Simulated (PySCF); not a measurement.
Gas-phase reaction: BCl2OH + B2O2 = HBO2 + Cl2 + B2O

Method: PySCF energies (xtb for GFN2) plus ideal-gas RRHO corrections (1 bar). S°(298 K) at PBE0/def2-TZVP differs from the NASA 1993 table for B2O (+19 J/mol/K); whether the harmonic model or the table's entry is off was not settled. † marks an energy on the PBE0/def2-TZVP geometry and frequencies; other levels use their own. CCSD(T) freezes the core. 6-31G* has spherical d functions here. All species are closed-shell singlets. B3LYP is the form with VWN-RPA correlation. BCl2OH: computed as isolated molecules; such fragments, hydroxides, amides, oligomers or adducts are transient or little studied in the gas. CCSD(T) isn't extrapolated to the basis-set limit; its ΔH°(298 K) is 749.4 kJ in def2-SVP and 693.5 kJ in def2-TZVPP. The harmonic model lacks anharmonicity and excited electronic states, which grow with temperature; levels with a mode under 35 cm⁻¹ are left out. Strong static correlation: B2O. Internal rotation in BCl2OH is treated as a harmonic vibration of one conformer, which makes the entropy rough. Soft modes under 120 cm⁻¹ make the harmonic entropy rough for B2O. Warning, large T1 diagnostic: B2O2 (CCSD(T)/def2-TZVPP†).

```tsv
level	ΔE electronic, kJ	ΔH°(298 K), kJ	ΔS°(298 K), J/K	ΔG°(1400 K), kJ
B3LYP/6-31G*	750	735	158	517
BLYP/def2-TZVP†	704	690	169	456
CCSD(T)/def2-TZVPP†	708	693	169	460
GFN2-xTB	669	660	143	468
HF/def2-TZVP†	631	617	169	383
M06-2X/def2-TZVP†	695	681	169	448
PBE/def2-TZVP†	744	730	169	497
PBE0/def2-SVP†	795	781	169	548
LDA/def2-TZVP†	788	774	169	541
ωB97M-V/def2-TZVP†	702	688	169	455
```
ΔH° is lowest at HF/def2-TZVP† and highest at PBE0/def2-SVP†. No reference value is set beside these.
